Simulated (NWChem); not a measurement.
System: SiH2, singlet; SMILES [SiH2]

NWChem printed, in part:

```
             Northwest Computational Chemistry Package (NWChem) 7.3.0
             --------------------------------------------------------

 C2V symmetry detected

                             Geometry "geometry" -> ""
                             -------------------------

 Output coordinates in angstroms (scale by  1.889725989 to convert to a.u.)

  No.       Tag          Charge          X              Y              Z
 ---- ---------------- ---------- -------------- -------------- --------------
    1 Si                  14.0000     0.00000000     0.00000000     0.13383875
    2 H                    1.0000     1.09342300     0.00000000    -0.93687125
    3 H                    1.0000    -1.09342300     0.00000000    -0.93687125

 Effective nuclear repulsion energy (a.u.)       9.9240098205

      Symmetry information
      --------------------

 Group name             C2v
 Group number             16
 Group order               4
 No. of unique centers     2

                                 NWChem DFT Module
                                 -----------------

 Summary of "ao basis" -> "ao basis" (spherical)
 ------------------------------------------------------------------------------
       Tag                 Description            Shells   Functions and Types
 ---------------- ------------------------------  ------  ---------------------
 Si                         cc-pvtz                 12       34   5s4p2d1f
 H                          cc-pvtz                  6       14   3s2p1d

      Symmetry analysis of basis
      --------------------------

        a1         25
        a2          7
        b1         18
        b2         12

            General Information
            -------------------
          SCF calculation type: DFT
          Wavefunction type:  closed shell.
          No. of atoms     :     3
          No. of electrons :    16
           Alpha electrons :     8
            Beta electrons :     8
          Charge           :     0
          Spin multiplicity:     1
          Use of symmetry is: on ; symmetry adaption is: on
          Maximum number of iterations: 150
          AO basis - number of functions:    62
                     number of shells:    24
          Convergence on energy requested:  1.00D-06
          Convergence on density requested:  1.00D-05
          Convergence on gradient requested:  5.00D-04

              XC Information
              --------------
                     Hartree-Fock (Exact) Exchange  1.000
                   CAM-Becke88 Exchange Functional  1.000
                      VWN V Correlation Functional  0.190 local
              Lee-Yang-Parr Correlation Functional  0.810

           Range-Separation Parameters
           ---------------------------
           Alpha           :  0.19
           Beta            :  0.46
           Gamma           :  0.33
           Short-Range HF  :     F

             Grid Information
             ----------------
          Grid used for XC integration:  medium
          Radial quadrature: Mura-Knowles
          Angular quadrature: Lebedev.
          Tag              B.-S. Rad. Rad. Pts. Rad. Cut. Ang. Pts.
          ---              ---------- --------- --------- ---------
          Si                  1.10       88           7.0       590
          H                   0.35       45           8.0       434
          Grid pruning is: on
          Number of quadrature shells:   133
          Spatial weights used:  Erf1

      Superposition of Atomic Density Guess
      -------------------------------------

 Sum of atomic energies:        -289.84058237

      Non-variational initial energy
      ------------------------------

 Total energy =    -289.791014
 1-e energy   =    -421.099537
 2-e energy   =     121.384513
 HOMO         =      -0.233865
 LUMO         =      -0.092543

      Symmetry analysis of molecular orbitals - initial
      -------------------------------------------------

  Numbering of irreducible representations:

     1 a1          2 a2          3 b1          4 b2

  Orbital symmetries:

     1 a1          2 a1          3 b1          4 a1          5 b2
     6 a1          7 b1          8 a1          9 b2         10 b1
    11 a1         12 a1         13 b1         14 a1         15 a2
    16 b2         17 a1         18 b2

     ---------------------------------------------
      Total Density - Mulliken Population Analysis
     ---------------------------------------------

    Atom       Charge   Shell Charges
 -----------   ------   -------------------------------------------------------
    1 Si  14    13.76   2.00  1.93  1.08  0.17  0.64  5.50  1.05  0.55  0.73  0.06  0.04  0.01
    2 H    1     1.12   0.23  0.55  0.32  0.00  0.01  0.00
    3 H    1     1.12   0.23  0.55  0.32  0.00  0.01  0.00

   convergence    iter        energy       DeltaE   RMS-Dens  Diis-err
 ---------------- ----- ----------------- --------- --------- ---------
 d= 0,ls=0.0,diis     1   -290.6086568745 -3.01D+02  5.61D-03  1.40D-01
 d= 0,ls=0.0,diis     2   -290.6211774863 -1.25D-02  1.23D-03  3.38D-03
 d= 0,ls=0.0,diis     3   -290.6218451573 -6.68D-04  3.08D-04  5.72D-04
 d= 0,ls=0.0,diis     4   -290.6219140707 -6.89D-05  6.54D-05  1.10D-05
 d= 0,ls=0.0,diis     5   -290.6219159244 -1.85D-06  2.42D-05  2.64D-07
 d= 0,ls=0.0,diis     6   -290.6219160615 -1.37D-07  2.47D-06  2.91D-09

         Total DFT energy =     -290.621916061461
      One electron energy =     -421.672132615203
           Coulomb energy =      142.685802093046
    Exchange-Corr. energy =      -21.559595359760
 Nuclear repulsion energy =        9.924009820456

 Numeric. integr. density =       15.999993263363

                  Occupations of the irreducible representations
                  ----------------------------------------------

                     irrep           alpha         beta
                     --------     --------     --------
                     a1                5.0          5.0
                     a2                0.0          0.0
                     b1                2.0          2.0
                     b2                1.0          1.0

                       DFT Final Molecular Orbital Analysis
                       ------------------------------------

 Vector    6  Occ=2.000000D+00  E=-5.812646D-01  Symmetry=a1
              MO Center= -2.3D-15,  4.8D-17, -3.8D-01, r^2= 1.6D+00
   Bfn.  Coefficient  Atom+Function         Bfn.  Coefficient  Atom+Function
  ----- ------------  ---------------      ----- ------------  ---------------
     3      0.473652  1 Si s                  5      0.204360  1 Si s
    36      0.141289  2 H  s                 50      0.141289  3 H  s
     4      0.100672  1 Si s                 35      0.096794  2 H  s
    49      0.096794  3 H  s                 11     -0.096058  1 Si pz
    37      0.061378  2 H  s                 51      0.061378  3 H  s

 Vector    7  Occ=2.000000D+00  E=-3.887284D-01  Symmetry=b1
              MO Center= -7.0D-16, -1.2D-16, -5.9D-01, r^2= 2.1D+00
   Bfn.  Coefficient  Atom+Function         Bfn.  Coefficient  Atom+Function
  ----- ------------  ---------------      ----- ------------  ---------------
     9      0.350195  1 Si px                36      0.206663  2 H  s
    50     -0.206663  3 H  s                 37      0.163370  2 H  s
    51     -0.163370  3 H  s                 15      0.156131  1 Si px
    35      0.140587  2 H  s                 49     -0.140587  3 H  s
    26      0.072484  1 Si d  1              21      0.068039  1 Si d  1

 Vector    8  Occ=2.000000D+00  E=-2.998018D-01  Symmetry=a1
              MO Center=  1.2D-15, -4.2D-16,  3.1D-01, r^2= 2.3D+00
   Bfn.  Coefficient  Atom+Function         Bfn.  Coefficient  Atom+Function
  ----- ------------  ---------------      ----- ------------  ---------------
    11      0.388712  1 Si pz                 5      0.377683  1 Si s
     3      0.298810  1 Si s                 17      0.276152  1 Si pz
    36     -0.136211  2 H  s                 37     -0.136507  2 H  s
    50     -0.136211  3 H  s                 51     -0.136507  3 H  s
    35     -0.082532  2 H  s                 49     -0.082532  3 H  s

 Vector    9  Occ=0.000000D+00  E=-7.218167D-02  Symmetry=b2
              MO Center= -2.0D-15, -6.8D-18,  9.0D-02, r^2= 2.8D+00
   Bfn.  Coefficient  Atom+Function         Bfn.  Coefficient  Atom+Function
  ----- ------------  ---------------      ----- ------------  ---------------
    16      0.620984  1 Si py                10      0.433687  1 Si py
    13      0.076908  1 Si py                 7     -0.040971  1 Si py

 Vector   10  Occ=0.000000D+00  E= 7.067881D-02  Symmetry=b1
              MO Center=  1.1D-14, -1.4D-15,  2.4D-01, r^2= 4.2D+00
   Bfn.  Coefficient  Atom+Function         Bfn.  Coefficient  Atom+Function
  ----- ------------  ---------------      ----- ------------  ---------------
    15      1.376851  1 Si px                37     -1.069529  2 H  s
    51      1.069529  3 H  s                  9      0.272480  1 Si px
    36     -0.157270  2 H  s                 50      0.157270  3 H  s
    26     -0.103773  1 Si d  1              35     -0.080292  2 H  s
    49      0.080292  3 H  s                 12      0.051728  1 Si px

 Vector   11  Occ=0.000000D+00  E= 1.042316D-01  Symmetry=a1
              MO Center=  1.1D-15, -1.2D-16, -2.8D-01, r^2= 5.3D+00
   Bfn.  Coefficient  Atom+Function         Bfn.  Coefficient  Atom+Function
  ----- ------------  ---------------      ----- ------------  ---------------
     5      1.881144  1 Si s                 37     -1.732120  2 H  s
    51     -1.732120  3 H  s                 17     -1.565464  1 Si pz
     3      0.432734  1 Si s                 11     -0.229703  1 Si pz
     2      0.080060  1 Si s                 27     -0.064669  1 Si d  2
    35     -0.060493  2 H  s                 49     -0.060493  3 H  s

     ---------------------------------------------
      Total Density - Mulliken Population Analysis
     ---------------------------------------------

    Atom       Charge   Shell Charges
 -----------   ------   -------------------------------------------------------
    1 Si  14    13.89   2.00  1.87  1.05  0.25  0.58  5.51  1.20  0.59  0.68  0.08  0.05  0.01
    2 H    1     1.05   0.24  0.51  0.28  0.00  0.01  0.00
    3 H    1     1.05   0.24  0.51  0.28  0.00  0.01  0.00

     -------------------------------------------
      Total Density - Lowdin Population Analysis
     -------------------------------------------

    Atom       Charge   Shell Charges
 -----------   ------   -------------------------------------------------------
    1 Si  14    13.71   1.99  1.42  0.92  0.59  0.53  4.82  1.18  1.15  0.91  0.13  0.05  0.03
    2 H    1     1.15   0.24  0.48  0.33  0.00  0.08  0.01
    3 H    1     1.15   0.24  0.48  0.33  0.00  0.08  0.01

     Multipole analysis of the density
     ---------------------------------

     L   x y z        total         alpha         beta         nuclear
     -   - - -        -----         -----         ----         -------
     0   0 0 0      0.000000     -8.000000     -8.000000     16.000000

     1   1 0 0     -0.000000     -0.000000     -0.000000      0.000000
     1   0 1 0     -0.000000     -0.000000     -0.000000      0.000000
     1   0 0 1     -0.042289     -0.021145     -0.021145     -0.000000

     2   2 0 0    -12.128219    -10.333580    -10.333580      8.538942
     2   1 1 0     -0.000000     -0.000000     -0.000000      0.000000
     2   1 0 1      0.000000      0.000000      0.000000      0.000000
     2   0 2 0     -9.185533     -4.592767     -4.592767      0.000000
     2   0 1 1     -0.000000     -0.000000     -0.000000      0.000000
     2   0 0 2    -13.541738    -10.353066    -10.353066      7.164394

            General Information
            -------------------
          SCF calculation type: DFT
          Wavefunction type:  closed shell.
          No. of atoms     :     3
          No. of electrons :    16
           Alpha electrons :     8
            Beta electrons :     8
          Charge           :     0
          Spin multiplicity:     1
          Use of symmetry is: on ; symmetry adaption is: on
          Maximum number of iterations: 150
          This is a Direct SCF calculation.
          AO basis - number of functions:    62
                     number of shells:    24
          Convergence on energy requested:  1.00D-06
          Convergence on density requested:  1.00D-05
          Convergence on gradient requested:  5.00D-04

              XC Information
              --------------
                     Hartree-Fock (Exact) Exchange  1.000
                   CAM-Becke88 Exchange Functional  1.000
                      VWN V Correlation Functional  0.190 local
              Lee-Yang-Parr Correlation Functional  0.810

           Range-Separation Parameters
           ---------------------------
           Alpha           :  0.19
           Beta            :  0.46
           Gamma           :  0.33
           Short-Range HF  :     F

             Grid Information
             ----------------
          Grid used for XC integration:  medium
          Radial quadrature: Mura-Knowles
          Angular quadrature: Lebedev.
          Tag              B.-S. Rad. Rad. Pts. Rad. Cut. Ang. Pts.
          ---              ---------- --------- --------- ---------
          Si                  1.10       88           7.0       590
          H                   0.35       45           8.0       434
          Grid pruning is: on
          Number of quadrature shells:   133
          Spatial weights used:  Erf1

          Convergence Information
          -----------------------
          Convergence aids based upon iterative change in
          total energy or number of iterations.
          Levelshifting, if invoked, occurs when the
          HOMO/LUMO gap drops below (HL_TOL):  1.00D-02
          DIIS, if invoked, will attempt to extrapolate
          using up to (NFOCK): 10 stored Fock matrices.

                    Damping( 0%)  Levelshifting(0.5)       DIIS
                  --------------- ------------------- ---------------
          dE  on:    start            ASAP                start
          dE off:    2 iters        150 iters           150 iters

  intd_init: cando_txs set to always be  F

                            NWChem DFT Gradient Module
                            --------------------------

  charge          =   0.00
  wavefunction    = closed shell

  Using symmetry
  intd_init: cando_txs set to always be  F

                         DFT ENERGY GRADIENTS

    atom               coordinates                        gradient
                 x          y          z           x          y          z
   1 Si      0.000000   0.000000   0.252919    0.000000   0.000000   0.004763
   2 H       2.066270   0.000000  -1.770430    0.001878   0.000000  -0.002381
   3 H      -2.066270   0.000000  -1.770430   -0.001878   0.000000  -0.002381
```

Level: CAM-B3LYP/cc-pVTZ. Low-valent species are run as closed-shell singlets; no triplet was tried in these runs. The geometry was optimised at B3LYP/6-31G* (spherical d).

### Question
Which NWChem input produces such a log?

### Answer
This is not unique; one that fits is the input that was run:
```
start job
memory heap 200 mb stack 900 mb global 1100 mb
geometry units angstroms noautoz
  Si     0.000000     0.000000     0.180908
  H      1.093423     0.000000    -0.889802
  H     -1.093423     0.000000    -0.889802
end
basis spherical
  * library cc-pvtz
end
dft
  xc xcamb88 1.00 lyp 0.81 vwn_5 0.19 hfexch 1.00
  cam 0.33 cam_alpha 0.19 cam_beta 0.46
  iterations 150
  mulliken
end
task dft gradient
```
